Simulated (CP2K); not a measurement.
# SiH3F (SMILES F[SiH3]): HF/def2-TZVPP

What is the energy change on altering one bond length of SiH3F at HF/def2-TZVPP? 

The calculation is run with CP2K 2026.2.

## 1. The structure to begin with

The species is SiH3F (5 atoms), meant as a singlet with charge 0. SMILES: `F[SiH3]`. The coordinates come from a PBE0-D4/def2-TZVP relaxation.

Bond lengths: F1–Si2 1.600 Å, Si2–H3 1.482 Å, Si2–H4 1.482 Å, Si2–H5 1.482 Å. Angles: F1–Si2–H3 108.3°, F1–Si2–H4 108.3°, F1–Si2–H5 108.3°, H3–Si2–H4 110.6°, H3–Si2–H5 110.6°, H4–Si2–H5 110.6°.

## 2. The energy at HF/def2-TZVPP

File gas.inp:

```
&global
  project_name gas
  run_type ENERGY
  print_level MEDIUM
&end
&force_eval
  method Quickstep
  &dft
    basis_set_file_name ./def2_tzvpp.basis
    potential_file_name POTENTIAL
    charge 0
    multiplicity 1
    &qs
      method GAPW
      eps_default 1.0E-10
    &end
    &mgrid
      cutoff 280
      rel_cutoff 50
      ngrids 4
    &end
    &poisson
      periodic NONE
      poisson_solver MULTIPOLE
    &end
    &scf
      scf_guess ATOMIC
      eps_scf 1.0E-07
      max_scf 80
      added_mos 3
      &diagonalization
        algorithm STANDARD
      &end
      &mixing
        method DIRECT_P_MIXING
        alpha 0.4
      &end
    &end
    &xc
      &xc_functional NONE
      &end
      &hf
        fraction 1
        &screening
          eps_schwarz 1.0E-10
          screen_on_initial_p F
        &end
        &interaction_potential
          potential_type COULOMB
        &end
        &memory
          max_memory 1050
        &end
      &end
    &end
    &print
      &moments
        periodic F
        reference COM
        max_moment 1
      &end
      &mo ON
        energies T
        occupation_numbers T
        ndigits 6
        &each
          qs_scf 0
        &end
        add_last NUMERIC
      &end
      &lowdin ON
      &end
      &hirshfeld OFF
      &end
    &end
  &end
  &subsys
    &cell
      abc [angstrom] 9.2 9.4 9.3
      periodic NONE
    &end
    &coord
      F     -1.274600     0.162800     0.858000
      Si     0.043300    -0.019300    -0.030700
      H     -0.367800    -0.192600    -1.443700
      H      0.768600    -1.217900     0.451600
      H      0.880500     1.193400     0.123400
    &end
    &topology
      &center_coordinates
      &end
    &end
    &kind F
      basis_set def2-TZVPP
      potential ALL
      lebedev_grid 194
      radial_grid 100
    &end
    &kind Si
      basis_set def2-TZVPP
      potential ALL
      lebedev_grid 194
      radial_grid 100
    &end
    &kind H
      basis_set def2-TZVPP
      potential ALL
      lebedev_grid 194
      radial_grid 100
    &end
  &end
&end
```

Command:

```sh
OMP_NUM_THREADS=1 cp2k.psmp -i gas.inp -o gas.out
```

The program printed:

```text
CP2K| version string:                                       CP2K version 2026.2
[...]
 GLOBAL| Method name                                                        CP2K
[...]
 GLOBAL| Run type                                                         ENERGY
[...]
 DFT| Spin restricted Kohn-Sham (RKS) calculation                            RKS
 DFT| Multiplicity                                                             1
[...]
 DFT| Charge                                                                   0
[...]
 QS| Method:                                                                GAPW
[...]
 QS| Density cutoff [a.u.]:                                                140.0
[...]
 QS| Relative density cutoff [a.u.]:                                        25.0
[...]
                             - Atoms:                                          5
[...]
                             - Spherical basis functions:                    115
[...]
 Number of electrons:                                                         26
[...]
     1 P_Mix/Diag. 0.40E+00    6.6     0.48198022      -390.1777249336 -3.90E+02
[...]
    15 DIIS/Diag.  0.13E-06    0.6     0.00000002      -390.2322406565  6.25E-13
  *** SCF run converged in    15 steps ***
[...]
  Overlap energy of the core charge distribution:               0.00000013501092
  Self energy of the core charge distribution:               -234.45521880613390
  Core Hamiltonian energy:                                   -165.03812246677083
  Hartree energy:                                              58.11896106485471
  Exchange-correlation energy:                                  0.00000000000000
  Hartree-Fock Exchange energy:                               -31.60275602649329
[...]
                     Mulliken Population Analysis
 #  Atom  Element  Kind  Atomic population                           Net charge
       1     F        1          9.416610                             -0.416610
       2     Si       2         13.265149                              0.734851
       3     H        3          1.105422                             -0.105422
       4     H        3          1.106480                             -0.106480
       5     H        3          1.106338                             -0.106338
 # Total charge                             26.000000                 -0.000000
[...]
  Dipole moment [Debye]
    X=  0.1183888E+01 Y= -0.1629631E+00 Z= -0.7993067E+00  Total=      1.4377202
 ENERGY| Total FORCE_EVAL ( QS ) energy [hartree]           -390.232240656548356
[...]
```

Wall time 16 s (1 thread of Arm Neoverse V1, shared host); peak memory 0.56 GiB.

## 3. The distorted shape

File run.inp:

```
&GLOBAL
  PROJECT run
  RUN_TYPE ENERGY
  PRINT_LEVEL MEDIUM
&END

&FORCE_EVAL
  METHOD Quickstep
  &DFT
    BASIS_SET_FILE_NAME ./def2_tzvpp.basis
    POTENTIAL_FILE_NAME POTENTIAL
    CHARGE 0
    MULTIPLICITY 1
    &QS
      METHOD GAPW
      EPS_DEFAULT 1.0E-10
    &END
    &MGRID
      CUTOFF 280
      REL_CUTOFF 50
      NGRIDS 4
    &END
    &POISSON
      PERIODIC NONE
      POISSON_SOLVER MULTIPOLE
    &END
    &SCF
      SCF_GUESS ATOMIC
      EPS_SCF 1.0E-07
      MAX_SCF 100
      ADDED_MOS 3
      &DIAGONALIZATION
        ALGORITHM STANDARD
      &END
      &MIXING
        METHOD DIRECT_P_MIXING
        ALPHA 0.4
      &END
    &END
    &XC
      &XC_FUNCTIONAL NONE
      &END
      &HF
        FRACTION 1
        &SCREENING
          EPS_SCHWARZ 1.0E-10
          SCREEN_ON_INITIAL_P F
        &END
        &INTERACTION_POTENTIAL
          POTENTIAL_TYPE COULOMB
        &END
        &MEMORY
          MAX_MEMORY 1050
        &END
      &END
    &END
    &PRINT
      &MOMENTS
        PERIODIC F
        REFERENCE COM
        MAX_MOMENT 1
      &END
      &MO ON
        ENERGIES T
        OCCUPATION_NUMBERS T
        NDIGITS 6
        &EACH
          QS_SCF 0
        &END
        ADD_LAST NUMERIC
      &END
      &LOWDIN ON
      &END
      &HIRSHFELD OFF
      &END
      &MO_MOLDEN ON
        NDIGITS 8
      &END
    &END
  &END
  &SUBSYS
    &CELL
      ABC [angstrom] 9.2 9.4 11
      PERIODIC NONE
    &END
    &COORD
      F     -0.781271     0.370764     2.553632
      Si     0.536629     0.188664     1.664932
      H     -0.367800    -0.192600    -1.443700
      H      1.261929    -1.009936     2.147232
      H      1.373829     1.401364     1.819032
    &END
    &TOPOLOGY
      &CENTER_COORDINATES
      &END
    &END
    &KIND F
      BASIS_SET def2-TZVPP
      POTENTIAL ALL
      LEBEDEV_GRID 194
      RADIAL_GRID 100
    &END
    &KIND Si
      BASIS_SET def2-TZVPP
      POTENTIAL ALL
      LEBEDEV_GRID 194
      RADIAL_GRID 100
    &END
    &KIND H
      BASIS_SET def2-TZVPP
      POTENTIAL ALL
      LEBEDEV_GRID 194
      RADIAL_GRID 100
    &END
  &END
&END
```

Command:

```sh
OMP_NUM_THREADS=1 cp2k.psmp -i run.inp -o run.out
```

The program printed:

```text
CP2K| version string:                                       CP2K version 2026.2
[...]
 GLOBAL| Method name                                                        CP2K
[...]
 GLOBAL| Run type                                                         ENERGY
[...]
 GENERATE| WARNING:: No connections detected for Hydrogen - Atom Nr:         3 !
 GENERATE|  Preliminary Number of Bonds generated:                             0
 GENERATE|  Achieved consistency in connectivity generation.
[...]
 DFT| Spin restricted Kohn-Sham (RKS) calculation                            RKS
 DFT| Multiplicity                                                             1
[...]
 DFT| Charge                                                                   0
[...]
 QS| Method:                                                                GAPW
[...]
 QS| Density cutoff [a.u.]:                                                140.0
[...]
 QS| Relative density cutoff [a.u.]:                                        25.0
[...]
                             - Atoms:                                          5
[...]
                             - Spherical basis functions:                    115
[...]
 Number of electrons:                                                         26
[...]
     1 P_Mix/Diag. 0.40E+00    6.3     0.47126228      -389.8917010020 -3.90E+02
[...]
    16 DIIS/Diag.  0.11E-06    0.6     0.00000007      -390.0297637898  9.09E-13
  *** SCF run converged in    16 steps ***
[...]
  Overlap energy of the core charge distribution:               0.00000010054114
  Self energy of the core charge distribution:               -234.45521880613390
  Core Hamiltonian energy:                                   -165.42003337144644
  Hartree energy:                                              58.51579595554933
  Exchange-correlation energy:                                  0.00000000000000
  Hartree-Fock Exchange energy:                               -31.34770128703117
[...]
                     Mulliken Population Analysis
 #  Atom  Element  Kind  Atomic population                           Net charge
       1     F        1          9.365490                             -0.365490
       2     Si       2         13.315211                              0.684789
       3     H        3          1.236927                             -0.236927
       4     H        3          1.041449                             -0.041449
       5     H        3          1.040923                             -0.040923
 # Total charge                             26.000000                 -0.000000
[...]
  Dipole moment [Debye]
    X=  0.2298586E+01 Y=  0.2719579E+00 Z=  0.2737956E+01  Total=      3.5852281
 ENERGY| Total FORCE_EVAL ( QS ) energy [hartree]           -390.029763789758874
[...]
```

Run time: 17 s. Hardware: 1 thread of Arm Neoverse V1, shared host; peak memory 0.61 GiB.

## 4. Outcome

Level: HF/def2-TZVPP.

| quantity | value |
| --- | --- |
| first shape: total energy | -390.23224 Eh |
| first shape: dipole moment | 1.44 D |
| first shape: HOMO energy | -13.36 eV |
| first shape: LUMO energy | 2.92 eV |
| first shape: HOMO–LUMO gap | 16.27 eV |
| distorted shape: total energy | -390.02976 Eh |
| distorted shape: dipole moment | 3.59 D |
| distorted shape: HOMO energy | -8.32 eV |
| distorted shape: LUMO energy | -1.06 eV |
| distorted shape: HOMO–LUMO gap | 7.25 eV |
| energy change with the Si2–H3 bond stretched from 1.482 to 3.260 Å | 5.510 eV |

One bond (distorted shape) is far stretched, which a spin-restricted single reference describes badly; a broken-symmetry solution may lie lower. With the Si2–H3 bond stretched from 1.482 to 3.260 Å the energy rises by 5.51 eV (532 kJ/mol). The first shape isn't relaxed at this level, so the change isn't measured from a minimum. A restricted reference can't describe the breaking bond well at this length.
